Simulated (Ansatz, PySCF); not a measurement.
dimethylamine (C₂H₇N), SMILES CNC. Atoms are numbered in the order given.

```xyz
10

C      0.0242     0.2218     1.2121
N     -0.1626    -0.5579     0.0000
C      0.0242     0.2218    -1.2121
H      0.9966     0.7394     1.2649
H     -0.7565     0.9837     1.2771
H     -0.0691    -0.4246     2.0857
H      0.4679    -1.3498     0.0000
H      0.9966     0.7394    -1.2649
H     -0.0691    -0.4246    -2.0857
H     -0.7565     0.9837    -1.2771
```
Charge 0, spin multiplicity 1.

Geometry: B3LYP-D3(BJ)/def2-TZVP.

Two levels are set side by side: PBE-D3(BJ)/def2-TZVP (Ansatz, a first-principles code) and B3LYP-D3(BJ)/def2-TZVP (Ansatz). Each level has its own optimised geometry; the coordinates shown are those of the second. Frequencies come from the Hessian of PySCF at each geometry. Differences are taken from unrounded values.

| quantity | B3LYP-D3(BJ) | PBE-D3(BJ) | PBE-D3(BJ) minus B3LYP-D3(BJ) |
|---|---|---|---|
| mean bond length (Å) | 1.166 | 1.173 | 0.008 |
| bond C1–N2 (Å) | 1.453 | 1.456 | 0.003 |
| bond N2–C3 (Å) | 1.453 | 1.456 | 0.003 |
| bond C1–H4 (Å) | 1.103 | 1.112 | 0.010 |
| bond C1–H5 (Å) | 1.093 | 1.101 | 0.009 |
| bond C1–H6 (Å) | 1.091 | 1.099 | 0.008 |
| bond N2–H7 (Å) | 1.012 | 1.021 | 0.009 |
| bond C3–H8 (Å) | 1.103 | 1.112 | 0.010 |
| bond C3–H9 (Å) | 1.091 | 1.099 | 0.008 |
| bond C3–H10 (Å) | 1.093 | 1.101 | 0.009 |
| highest harmonic wavenumber (cm⁻¹) | 3515 | 3430 | -85 |
| mean harmonic wavenumber (cm⁻¹) | 1684 | 1639 | -45 |
| zero-point energy (kcal/mol) | 57.78 | 56.22 | -1.56 |

Exact exchange shortens and stiffens bonds; PBE has none. Differences between two approximate levels are no errors against the true value.
